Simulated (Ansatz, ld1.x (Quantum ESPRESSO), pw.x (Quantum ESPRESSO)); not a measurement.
# Cs (Z = 55): one change to the TM potential, in the atom and in the fcc crystal

```json
{
  "Element": "caesium (Cs)",
  "Generator": "ld1.x (Quantum ESPRESSO) 7.5",
  "Type": "norm-conserving Troullier–Martins (Kleinman–Bylander form)",
  "Functional": "LDA (PW92)",
  "Relativity": "scalar-relativistic",
  "Frozen core": "[Xe]",
  "Valence charge": "1",
  "Reference configuration": "5d0 6s1 6p0",
  "Partial waves": "6s (bound): rc 4.20 bohr; 6p (bound, empty): rc 3.90 bohr; 5d (bound, empty): rc 3.90 bohr",
  "Local potential": "all-electron potential smoothed inside 3.00 bohr (lloc = -2)",
  "Core correction": "Bessel-smoothed model core inside 3.95 bohr"
}
```

Change: local potential all-electron potential smoothed inside 2.80 bohr (lloc = -2).

Cutoffs, loose and tight: the cutoffs (Ry, on a coarse ladder) from which the occupation-weighted sum of valence levels, in a spherical-Bessel basis at the reference potential, stays within 10 and 1 mRy of its value at 400 Ry. They do not see the model core or the augmentation charge, which bear on the density cutoff. Test errors are all-electron minus pseudo excitation energies from the reference, over the configurations 5d0 6s0.5 6p0; 5d0 6s0 6p1; 5d1 6s0 6p0; 5d0.5 6s0.5 6p0 (two spin-polarised tests are not counted in the largest error); variants that change the core or the reference have their own tests.

Crystal test: fcc Cs in pw.x 7.5, no spin, 8³ k-points, Fermi–Dirac smearing 0.01 Ry, cutoffs set for each file from its atomic test. The reference is all-electron LAPW (Ansatz 0.2.0) with the same functional, mesh and smearing; V0 and B0 come from Birch–Murnaghan fits to the pressures at five volumes. Errors are pseudo minus all-electron; Δ is the rms difference of the E(V) curves that follow from these fits, minima aligned, over ±6 % about the mean V0. Mesh and smearing are coarse, so the numbers serve the comparison and aren't converged zero-temperature values; the lattice is a test structure that the element need not adopt.

All-electron: a0 = 7.272 Å (V0 = 96.12 Å³/atom), B0 = 2.4 GPa.

Task: Does the change bring the crystal closer to the all-electron result?

Result: The mean pressure error goes from -0.09 to -0.04 GPa, so the change moves the solid closer to the all-electron pressures. The B0 error goes the other way, from +6.9 to -14.9 %.

```csv
quantity,base,changed
outcome (atom),generated,generated
"cutoff, loose (atom)",6 Ry,6 Ry
"cutoff, tight (atom)",6 Ry,6 Ry
bound ghosts (atom),s,s
largest test error (meV) (atom),+9.7,-5.5 over the solved tests; 1 of 6 tests not solved or not reliable
cutoffs in pw.x (Ry),50/200,50/200
a0 (Å),7.178,7.224
a0 error (%),-1.29,-0.65
B0 error (%),+6.9,-14.9
Δ (meV/atom),2.0,0.9
mean pressure error (GPa),-0.09,-0.04
```

Base: This is a poor potential for the solid. Note: ghost state, extra bound levels that the all-electron valence spectrum of the same l lacks: s at -1.44 eV. A true bound ghost makes a file unfit for plane-wave use. The logarithmic derivative shows an extra or strongly shifted pseudo pole above the reference energy (s near -0.11 Ry). Changed file: This is a poor potential for the solid. Note: ghost state, extra bound levels that the all-electron valence spectrum of the same l lacks: s at -5.0 eV. A true bound ghost makes a file unfit for plane-wave use. Atomic configuration tests: 1 of 6 tests not solved or not reliable. The atomic cutoffs weigh occupied waves only.
